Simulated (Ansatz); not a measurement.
## How far each method lies from full CI for [AlH₂···H···H], doublet

All five atoms lie in one plane.

Geometry: a point of a hydrogen-transfer path between rigid fragments, not a stationary point.

```yaml
atoms:
  - { symbol: Al, position_ang: [-0.1112, 0.0000, 0.0000] }
  - { symbol: H, position_ang: [-0.9041, 1.3734, 0.0000] }
  - { symbol: H, position_ang: [-0.9041, -1.3734, 0.0000] }
  - { symbol: H, position_ang: [1.8708, 0.0000, 0.0000] }
  - { symbol: H, position_ang: [2.9128, 0.0000, 0.0000] }
```

Basis 6-31G; Ansatz 0.2.0. Only valence electrons are correlated (noble-gas cores frozen), which leaves 7 electrons in 16 orbitals. Prefix R: restricted or restricted open-shell reference; prefix U: unrestricted. Active spaces: pair = (3e, 3o) about the gap; valence = (7e, 8o) chosen from the atoms' valence shells.

Full CI is exact within this basis and frozen core; it isn't the basis-set limit. The frozen core follows each run's orbitals, which can shift R against U totals by a few meV.

For open shells CISD and CISDTQ are restricted-active-space CI with the open shells as a complete middle space.

The UHF ⟨S²⟩ is 0.797. The T1 diagnostic (RCCSD) is 0.0262, the largest doubles amplitude (RCCSD) is 0.050 and the T1 diagnostic (UCCSD) is 0.0214.

```json
{"level": "UHF", "E − E(RHF) (eV)": "-0.2304"}
{"level": "RMP2", "E − E(RHF) (eV)": "-1.4712"}
{"level": "UMP2", "E − E(RHF) (eV)": "-1.4872"}
{"level": "RCCSD", "E − E(RHF) (eV)": "-2.1391"}
{"level": "UCCSD", "E − E(RHF) (eV)": "-2.1396"}
{"level": "RCCSD(T)", "E − E(RHF) (eV)": "-2.1626"}
{"level": "UCCSD(T)", "E − E(RHF) (eV)": "-2.1618"}
```

**Question.** Estimate how far full CI in 6-31G lies from RCCSD(T). The table doesn't fix it; the size of (T) and the diagnostics are the guide.

**Answer.** Full CI in 6-31G lies 1.2 kJ/mol below RCCSD(T), which is 55 % of the (T) step (-2.3 kJ/mol). The diagnostics give no warning, yet the rest is a sizeable part of (T).

The other levels:

```csv
level,E − E(full CI) (kJ/mol),share of correlation (%),wall time
CISD,11.0,94.76,0.39 s
BCCD(T),1.2,99.41,0.66 s
RCCSDT,0.1,99.94,–
UCCSDT,0.1,99.94,–
CISDTQ,0.2,99.91,1.3 s
RCCSDT(Q),0.0,99.98,2.8 s
UCCSDT(Q),0.0,99.98,2.4 s
RCCSDTQ,0.0,100.00,14 s
UCCSDTQ,0.0,100.00,14 s
CASSCF (pair space),136.1,35.15,–
NEVPT2 (pair space),43.6,79.20,0.24 s
MRCISD (pair space),5.5,97.40,–
MRCISD+Q (pair space),-0.1,100.05,0.39 s
CASSCF (valence space),44.2,78.93,–
NEVPT2 (valence space),13.6,93.51,2.1 s
MRCISD (valence space),1.4,99.33,–
MRCISD+Q (valence space),0.9,99.57,3 s
```

The correlation energy at full CI, counted from RHF, is -2.175 eV. That run took 2.4 s on 1 thread of AMD EPYC 7R43, shared host over 272,520 determinants.

Times hold each run's SCF and search for its determinant on a shared host, so for small cases they say little of a method's own cost; they ran on 1 thread of AMD EPYC 7R43.

The full-CI state has the irrep A1 of C2v, in the program's axes.

Natural occupations of full CI about the gap: 1.968 1.961 1.949 0.997 0.049 0.026 0.022 0.011 0.005 0.004; effectively unpaired electrons, Σ n²(2−n)², 1.03.
